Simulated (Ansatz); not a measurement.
`F/C=C/Cl` + H₂S → `F/C=C\S` + HCl  (substitution at a C–Cl bond)

Computed with Ansatz on PBE0-D4/def2-TZVP structures; ΔE is electronic, products minus reactants. CCSD(T)/CBS adds triple-zeta CCSD(T) − MP2 to the extrapolated MP2 energy (def2 sets, frozen cores). This one scheme is used for every species. Double bonds are as drawn, so ΔE can hold a change between cis and trans. DFT in def2-TZVPP. One conformer a species, not always the lowest.

```json
{"level": "ωB97X-V", "ΔE (kJ/mol)": "-27.6"}
{"level": "MP2/def2-TZVPP", "ΔE (kJ/mol)": "-32.5"}
```

(1) What does CCSD(T)/CBS give? (Best estimate.)

Largest T1 diagnostic among the species: 0.013.

Answers

(1) Computed: -30.9 kJ/mol. The listed levels differ from it by 3.3, -1.6 kJ/mol.

In def2-TZVPP, CCSD(T) changes the Hartree–Fock value by −6.1 kJ/mol (the triples alone add −1.0 kJ/mol) and MP2 by −9.1 kJ/mol. At CCSD(T), def2-SVP lies +3.9 kJ/mol from the extrapolated value and def2-TZVPP +1.5 kJ/mol. Leaving LDA and LC-ωPBE aside and taking each functional with its dispersion term where it has one, the values, not all of them listed here, spread over 4.7 kJ/mol, from r2SCAN-D4 to ωB97X-V. LDA lies −4.5 kJ/mol from PBE without D4.
